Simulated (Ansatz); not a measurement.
Working through a ranking of conformers of C₄H₄O₂, SMILES C#CCC(=O)O

With the Ansatz DFT code, driven from Python.

Notebook, run cell by cell (the value of a cell's last expression is shown):

In [1]:
```python
import ansatz as az
from rdkit import Chem
from rdkit.Chem import AllChem

rd = Chem.AddHs(Chem.MolFromSmiles("C#CCC(=O)O"))
ids = list(AllChem.EmbedMultipleConfs(rd, numConfs=20, randomSeed=76, pruneRmsThresh=0.4))
field = [energy for _, energy in AllChem.MMFFOptimizeMoleculeConfs(rd)]
distinct = {round(e, 2): i for i, e in zip(ids, field)}
chosen = sorted(distinct.items())[:4]
found = []
for force_field, index in chosen:
    c4h4o2 = az.Crystal.molecule()
    for atom, xyz in zip(rd.GetAtoms(), rd.GetConformer(index).GetPositions()):
        c4h4o2 = c4h4o2.atom(atom.GetSymbol(), xyz.round(5).tolist())
    base = c4h4o2.calculation().basis(gaussian="def2-SVP").functional("b3lyp")
    found.append(base.run().report["free_energy_ev"])
print("conformer   MMFF (kcal/mol)   this level (kcal/mol)")
for (force_field, index), e in zip(chosen, found):
    print(f"{index:9d} {force_field - chosen[0][0]:17.2f} {23.060548 * (e - min(found)):17.3f}")
```
```text
conformer   MMFF (kcal/mol)   this level (kcal/mol)
        0              0.00             0.000
        1              1.56             0.213
        2              1.57             0.273
```

What to keep in mind:
- The conformers keep their force-field geometries.
- b3lyp holds the VWN-RPA fit, as in Gaussian; the form of ORCA and Turbomole is b3lyp5.
- Run time: 9.4 s on 1 thread of Arm Neoverse V1 (shared host), peak memory 0.3 GiB.
